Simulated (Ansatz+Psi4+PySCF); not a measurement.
Values are calculated unless marked as measured or tabulated.
Input for Psi4 1.11:

```
molecule {
1 2
O 0.300000 0.300000 0.300000
O -0.260600 0.594600 1.366100
O 0.990400 0.965700 -0.486000
}

set basis cc-pVTZ
set reference uhf
set scf_type pk
set mp2_type conv
set cc_type conv
set num_frozen_docc 3
energy('mp2')
```

The input is written out from the run's settings.

Output:

```
Converged                                                          : yes
Reference energy                                                   : -223.87722 hartree
Correlation energy                                                 : -0.80901 hartree
Total energy                                                       : -224.68623 hartree
Spin squared of the determinant                                    : 0.800
Occupied orbitals by symmetry in an Abelian subgroup (alpha; beta) : 10 Ap 2 App; 9 Ap 2 App
```

The reference isn't the lowest determinant (another lies 2.98 eV lower), but the same method gives a higher total on the lower determinant. Caution: MP2 on this radical cation hangs on the determinant chosen.
